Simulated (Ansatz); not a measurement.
Results of BLYP (Ansatz, a quantum-chemistry and plane-wave program, PAW) for zinc-blende BeSe.

Run with plane-wave cutoff 520 eV, 12×12×12 k mesh, Fermi–Dirac smearing 0.01 eV, scalar-relativistic PAW data made under PBE.

Response to compression and expansion:

| V (Å³/atom) | P (GPa) | direct gap at Γ (eV) | smallest gap on the k mesh (eV) |
|---|---|---|---|
| 16.931 | 4.81 | 4.586 | 2.894 |
| 17.292 | 3.03 | 4.425 | 2.933 |
| 17.652 | 1.43 | 4.269 | 2.969 |
| 18.012 | -0.03 | 4.120 | 3.003 |
| 18.372 | -1.35 | 3.977 | 3.035 |
| 18.733 | -2.54 | 3.839 | 3.064 |
| 19.093 | -3.62 | 3.706 | 3.091 |

The fundamental gap (3.00 eV at the equilibrium volume, with added k points) lies elsewhere than Γ–Γ.

Spin–orbit coupling is not included.
